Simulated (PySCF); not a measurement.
Match the calculated data to a structure.

All candidates are C5H8O.

* UV, strongest line: among the 8 lowest singlet transitions: S2 at 7.08 eV (175 nm, f = 0.149) [TDDFT CAM-B3LYP/def2-SVPD]
* Rotational structure: rotational constants A, B, C: 9.576, 2.327, 1.947 GHz [GFN2-xTB]
* Polarisability: 62.0 au [CAM-B3LYP/def2-SVPD]
* Triplet: lowest triplet excitation (Tamm–Dancoff): 4.39 eV [TDA CAM-B3LYP/def2-SVPD]
* UV, first state: lowest singlet excitation: 6.62 eV (187 nm, f = 0.013) [TDDFT CAM-B3LYP/def2-SVPD]
* Dipole: 1.76 D [CAM-B3LYP/def2-SVPD]

Electronic properties: PySCF, gas phase, density fitting. Levels stand in brackets. One conformer (not necessarily the lowest) at the GFN2-xTB geometry, without solvent, vibrations or thermal averaging.

Question: Which candidate is it?
A. `OCC1=CCC1`
B. `C1=COCCC1`
C. `C/C=C/C(C)=O`

Answer: A. It is `OCC1=CCC1`. Numbering: `[OH:1][CH2:2][C:3]1=[CH:4][CH2:5][CH2:6]1`. Its formula, C5H8O, gives 2 degrees of unsaturation: 1 ring and 1 π bond in the structure found. By its constants the optimised geometry is an asymmetric top.

The others, at the same levels:
- `C/C=C/C(C)=O` fails: its computed lowest singlet excitation is 3.95 eV (314 nm, f = 0.000) (against 6.62 eV), lowest triplet excitation (Tamm–Dancoff) is 3.48 eV (against 4.39 eV) and strongest line among the 8 lowest singlet transitions is S2 at 5.88 eV (211 nm, f = 0.376) (against S2 at 7.08 eV).
- `C1=COCCC1` fails: its computed lowest singlet excitation is 6.08 eV (204 nm, f = 0.023) (against 6.62 eV), strongest line among the 8 lowest singlet transitions is S2 at 6.62 eV (187 nm, f = 0.125) (against S2 at 7.08 eV) and static isotropic polarisability is 60.2 au (against 62.0 au).

Each candidate is one conformer, not necessarily the lowest. The conformers computed, where there is a choice (atom-mapped SMILES and torsion angles):
- `[OH:1][CH2:2][C:3]1=[CH:4][CH2:5][CH2:6]1`: O1–C2–C3–C4 2°, H–O1–C2–C3 -47°
- `[CH3:1]/[CH:2]=[CH:3]/[C:4]([CH3:5])=[O:6]`: C2–C3–C4–C5 -179°
